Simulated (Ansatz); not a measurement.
Rock-salt SnTe (cubic form, which distorts at low temperature), treated with PBE0 (Ansatz, an electronic-structure program, plane waves, PAW).

Numerical settings: plane-wave cutoff 460 eV, 8×8×8 k mesh, Fermi–Dirac smearing 0.01 eV, scalar-relativistic PAW data made under PBE.

Energies at three volumes about the minimum:

```csv
V (Å³/atom),E − E_lowest (meV/atom)
31.236,4.70
32.186,0.00
32.991,2.26
```

Q: Fit a parabola by hand: where is the minimum, what lattice constant follows, and what is the bulk modulus?

A: Slopes: (0.00 − 4.70)/(32.186 − 31.236) = -4.947 and (2.26 − 0.00)/(32.991 − 32.186) = 2.807 meV/Å³. Curvature E″ = 2 × (2.807 − (-4.947))/(32.991 − 31.236) = 8.836 meV/Å⁶. From the middle of the first interval, the slope vanishes at V0 = 31.7110 − (-4.947)/8.836 = 32.271 Å³/atom. B = V0 E″ = 32.271 × 8.836 meV/Å³ × 0.1602 GPa per meV/Å³ = 45.7 GPa. With 8 atoms in the cube, a = (8 × 32.271)^(1/3) = 6.367 Å. The full Birch–Murnaghan fit to all volumes gives V0 = 32.251 Å³/atom and B0 = 44.7 GPa.

Measured, for comparison: bulk modulus 37.8 GPa (temperature not stated, no zero-point or thermal correction; as tabulated in Toher et al. (2017), arXiv:1611.05714); lattice constant a 6.316 Å (room temperature, no zero-point or thermal correction; as tabulated in Maiti et al. (2022), arXiv:2109.01420). Computed less measured: bulk modulus +18 % (against room or unstated temperature, where such soft solids are markedly softer).

Note: symmetry holds this phase in the static calculation, where it need not be a minimum.
